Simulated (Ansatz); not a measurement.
Results of PBEsol-D3(BJ) (Ansatz, an electronic-structure program, plane waves, PAW) for rutile CrO2.

The input as run:

Ansatz 0.2 input:
```yaml
crystal:
  lattice:
    - [4.4328464068, 0.0, 0.0]
    - [0.0, 4.4328464068, 0.0]
    - [0.0, 0.0, 2.9179563855]
  atoms:
    - { symbol: Cr, position: [0.0, 0.0, 0.0], spin: 2.5 }
    - { symbol: Cr, position: [0.5, 0.5, 0.5], spin: 2.5 }
    - { symbol: O, position: [0.3030651386, 0.3030651386, 0.0], spin: 0.0 }
    - { symbol: O, position: [0.8030651386, 0.1969348614, 0.5], spin: 0.0 }
    - { symbol: O, position: [0.1969348614, 0.8030651386, 0.5], spin: 0.0 }
    - { symbol: O, position: [0.6969348614, 0.6969348614, 0.0], spin: 0.0 }
basis:
  ecutwfc: 520
  ecutrho_ratio: 4
  xc_grid: 2
kpoints:
  mp_grid: { grid: [12, 12, 18] }
hamiltonian:
  xc: pbesol
  dispersion: d3bj
  pseudopotentials: { kind: paw }
scf:
  occupations: { method: fermi_dirac, width: 0.05 }
output:
  forces: true
  stress: true
  eigenvalues: true
magnetization:
  spin_polarized: true
relax:
  f_tol: 0.004
  escape_saddle: false
  max_steps: 80
  cell: { stress_tol: 0.02, fix: [volume] }
```

Output (set-up and result lines):

```
Relaxation: its limit of steps is 80 (relax.max_steps)
Crystal: 6 atoms, lattice volume = 57.338 Å³
Basis set: ecut = 520 eV, 1567 PW (Γ), exchange–correlation on 72×72×48 points (8 copies of the dense FFT grid, shifted against one another)
Bands: 35, of which v1, the nominal top of the filled ones, is band 26 counted from 1 (25 counted from 0)
Symmetry: 16 space group operations
Space group: P42/mnm (ITA 136), of the structure as read, at distance tolerance 3.9e-5 Å
k-points: 280 of 2592
Initial density: superposition of atomic densities (chi_scale 0.1, normalization cell, long waves kept (reshape's long-wave potential 0.00 eV rms))
Functional: x = pbesol(κ = 0.804, μ = 0.12345679012345678), c = pbesol(β = 0.046)
spin=Collinear: Kerker preconditioning applied to the charge; magnetization (m = ρ↑ − ρ↓) channel mixes plain (no charge-response kernel on spin).
SCF 1 converged in 12 iterations: F = -8944.238707 eV  dr2 = 1.74e-9
Crystal: 6 atoms, lattice volume = 57.338 Å³
Basis set: ecut = 520 eV, 1575 PW (Γ), exchange–correlation on 72×72×48 points (8 copies of the dense FFT grid, shifted against one another)
Initial density: handed on by an earlier stage of this run
spin=Collinear: Kerker preconditioning applied to the charge; magnetization (m = ρ↑ − ρ↓) channel mixes plain (no charge-response kernel on spin).
SCF 2 converged in 6 iterations: F = -8944.239905 eV  dr2 = 2.75e-7
Crystal: 6 atoms, lattice volume = 57.338 Å³
Basis set: ecut = 520 eV, 1559 PW (Γ), exchange–correlation on 72×72×48 points (8 copies of the dense FFT grid, shifted against one another)
spin=Collinear: Kerker preconditioning applied to the charge; magnetization (m = ρ↑ − ρ↓) channel mixes plain (no charge-response kernel on spin).
SCF 3 converged in 7 iterations: F = -8944.241623 eV  dr2 = 2.44e-7
Crystal: 6 atoms, lattice volume = 57.338 Å³
spin=Collinear: Kerker preconditioning applied to the charge; magnetization (m = ρ↑ − ρ↓) channel mixes plain (no charge-response kernel on spin).
SCF 4 converged in 7 iterations: F = -8944.241625 eV  dr2 = 3.59e-12
SCF converged after 7 iterations
Magnetization: 4.0000 μB (28.0000 up, 24.0000 down)
Free energy (F): -8944.241625 eV
Internal energy: -8944.229239 eV  (E = F + TS)
E sigma→0 (E₀):  -8944.235432 eV
Fermi energy:    10.600756 eV
--- Forces (eV/Å), atoms counted from 1 ---
  atom   1  Cr    -0.00000000    -0.00000000    -0.00000000
  atom   2  Cr    -0.00000000    -0.00000000     0.00000000
  atom   3  O     -0.00218583    -0.00218583    -0.00000000
  atom   4  O     -0.00218583     0.00218583    -0.00000000
  atom   5  O      0.00218583    -0.00218583     0.00000000
  atom   6  O      0.00218583     0.00218583     0.00000000
--- Stress (GPa, compression-positive) ---
       -9.379782      -0.000000       0.000000
       -0.000000      -9.379782       0.000000
        0.000000       0.000000      -9.376143
  P = ⅓ Tr σ = -9.3786 GPa (-93.786 kbar)
```

The cell is one volume of an energy–volume scan, off the minimum.

The PAW data were made under PBE.

Cost on a shared machine: about 7 core-minutes (a rough figure).
